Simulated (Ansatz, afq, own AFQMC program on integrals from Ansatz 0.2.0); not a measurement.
Two steps: Ansatz 0.2.0 writes the Fock matrix and Cholesky factors of the valence space, and afq projects on them the lowest state that overlaps trial and start.

```yaml
crystal:
  periodic: [false, false, false]
  atoms:
    - {symbol: Ge, position_ang: [0.000000, 0.000000, 0.000000]}
    - {symbol: B, position_ang: [0.000000, 0.000000, 1.562000]}
basis:
  gaussian: {orbitals: 6-31G}
magnetization: {spin_polarized: true, initial_magnetization: 1}
correlation: {method: ccsd_t, electrons: outside_noble_gas, hamiltonian_folder: ham}
```

```sh
$ ansatz run in.yaml --threads 1 --pin off --events-out ev --progress --plain --max-ram 16896MiB --backend cuda --devices 0, --max-vram 18GiB
```

Options of the walk:

```
--method phaseless --trial cisd --walkers 4000 --populations 20 --least-time 60 --time-step 0.005 --steps-per-block 50 --equilibration-blocks 28 --max-blocks 4000 --target-error 0.00016 --factor-cut 1e-05 --start spin_pure --seed 507 --release-times 0.24,0.51,0.99,1.62,2.4 --release-step 0.03 --release-every 3 --taylor-order 6
```

Times are imaginary, in 1/Eh. The walk had a cap of 122 s. With eight or more populations the least sampling time is a fifth of least-time, and the error comes from their spread. Filled inner d shells are frozen with the cores.

Log:

```
orbitals 23  electrons 4 3  factors 176 of 376
reference energy -2099.45182144 Eh
CCSD correlation -0.10373299 Eh in 17 cycles, weight of the determinant in the CISD state 0.7034
energy of the start -2099.534876 Eh
 block  time / (1/Eh)  mean weight  energy / Eh
     1     0.250  1.0001  -2099.541667
     2     0.500  1.0001  -2099.546662
     3     0.750  1.0002  -2099.550601
     4     1.000  1.0000  -2099.553098
     5     1.250  1.0000  -2099.555638
     7     1.750  1.0002  -2099.558122
     9     2.250  1.0000  -2099.560856
    13     3.250  1.0002  -2099.563612
    19     4.750  0.9999  -2099.563921
    25     6.250  1.0001  -2099.565391
    31     7.750  1.0000  -2099.566300
    37     9.250  1.0001  -2099.564418
    43    10.750  0.9999  -2099.564936
    49    12.250  0.9997  -2099.564130
    55    13.750  0.9998  -2099.563371
    61    15.250  1.0001  -2099.565109
    67    16.750  0.9999  -2099.564735
    73    18.250  0.9999  -2099.564226
    79    19.750  1.0000  -2099.564252
    85    21.250  0.9997  -2099.563518
    91    22.750  1.0001  -2099.564137
    97    24.250  0.9999  -2099.564822
   103    25.750  0.9999  -2099.565711
   109    27.250  1.0000  -2099.565200
   115    28.750  1.0000  -2099.564235
   121    30.250  1.0001  -2099.564343
   127    31.750  0.9995  -2099.563331
error from the spread of 20 populations
released: time / (1/Eh)  energy / Eh  error  mean overlap
  0.24  -2099.564952  0.000157  0.9995
  0.51  -2099.565329  0.000124  0.9987
  0.99  -2099.565602  0.000085  1.0002
  1.62  -2099.565706  0.000127  1.0025
  2.40  -2099.565756  0.000192  1.0058
energy -2099.564607 +/- 0.000159 Eh
(rows thinned)
```

The run passed its tests (sampling time, drift between the halves within three errors, error under three times the target), which doesn't prove that it has relaxed.

Against this walk (error 4.3 meV) on the same determinant: CCSD(T) 96.4 meV higher, full CI 63.0 meV lower. The error is statistical and leaves out the bias of the constraint. The determinant has ⟨S²⟩ = 1.67, so the low cluster orders mix in higher spin (the high orders can go on to a lower state of that spin), while the walk starts as a pure doublet. Released to 2.40 1/Eh the energy lies 31 ± 7 meV (both errors) below the phaseless value, which shows part or all of the bias of the constraint, and full CI lies 31.8 meV below the released value. Full CI is exact here, so the walk's 63 meV above it is the walk's own error: the bias of the constraint with this trial. The determinant is a poor start (see the cautions), so the low cluster orders aren't to be relied on, and full CI is the sure value.

Cautions: constraint bias not in the error; no relativity below Rb; no spin-orbit coupling; inner d shell frozen; strong correlation (T1 0.113, weight of the determinant 0.70, largest double 0.19); unrestricted determinant spin contaminated (⟨S²⟩ 1.67 against 0.75); CCSD(T) is in doubt: in a space of 7 electrons in 8 natural orbitals full CI lies 138 meV below it; the released energy hasn't reached full CI (32 meV above it at 2.40 1/Eh); walk and cluster series may follow different spin states.

The walk took 36 s on 1 × NVIDIA H100 80GB HBM3 with 2 threads of AMD EPYC 7R13 Processor (Zen 3), on a shared host (the card was shared). The log's last line is the phaseless energy.

A walk keeps the symmetry of its determinant, which the program's search chose and which needn't be the lowest solution, so a lower state of the same spin and another symmetry isn't excluded.
